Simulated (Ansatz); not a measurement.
Born–Oppenheimer molecular dynamics of BFH₄O (7 atoms, charge 0, multiplicity 1). It starts at the highest image of a converged band, a first-order saddle point between two minima.

These are results of Ansatz, RKS B3LYP-D4/def2-SVP, not measurements.

```
ensemble                      : NVE (velocity Verlet)
time step                     : 0.5 fs
steps asked                   : 200
starting velocities drawn for : 100 K
seed                          : 6806
```

First frame:

```xyz
7
Properties=species:S:1:pos:R:3
B 0.072 -0.275 -0.076
F -0.051 0.111 1.544
H 1.136 0.147 -0.443
H -0.963 0.041 -0.609
O 0.128 -1.709 0.379
H -0.702 -2.172 0.197
H 0.021 -0.996 1.453
```

**Question.** What does the run give?

**Answer.** All steps were run.

| Item | Value |
| --- | --- |
| steps done | 200 |
| time covered | 100 fs |
| mean temperature over the second half | 627 K |
| spread of the potential energy over the second half | 15.4 meV per atom |
| mean potential energy of the second half above the start | -48.7 meV per atom |

The conserved energy stayed within 0.14 meV per atom of its start (net change -0.087 meV per atom), so the integration is sound. The kinetic energy rose, since the run started high on the potential surface and went downhill. It ends in pieces (BFH2 + H2O), so much of that is their flight and rotation, not heat. A run of 0.1 ps of so small a system gives no equilibrium averages. The orbitals stay closed-shell, which can raise the energy where a bond breaks towards radicals; this wasn't checked here.

**Question.** What happens to the structure?

**Answer.** Between its relaxed ends the band would form F2–H7 and break B1–F2, O5–H7. These pairs go: F2–H7 1.11 → 3.99 Å, B1–F2 1.67 → 1.36 Å, O5–H7 1.29 → 0.97 Å. In the last frame they stand as before the step (other bonds may differ from the relaxed reactants and products). Also parted: B1–O5 1.51 → 2.93 Å. It ends as BFH2 + H2O. Pairs count as bonded within 1.25 times the sum of covalent radii (0.12 Å more for H–H). The details hang on the random start.

**Question.** How do temperature and energy run in time?

**Answer.** 
```csv
time (fs),T (K),potential energy less start (eV),conserved less start (meV/atom)
0,100,0.000,0.00
8,34,0.043,0.03
16,328,-0.147,0.01
24,991,-0.576,0.00
32,773,-0.434,0.11
40,1128,-0.665,-0.04
48,834,-0.474,-0.03
56,904,-0.520,-0.08
64,765,-0.430,-0.05
72,584,-0.312,0.05
80,455,-0.229,0.04
88,677,-0.374,-0.11
96,372,-0.176,-0.05
```

Run time: 3.6 min on 1 thread of Arm Neoverse V2 (shared host), peak memory 0.1 GiB.
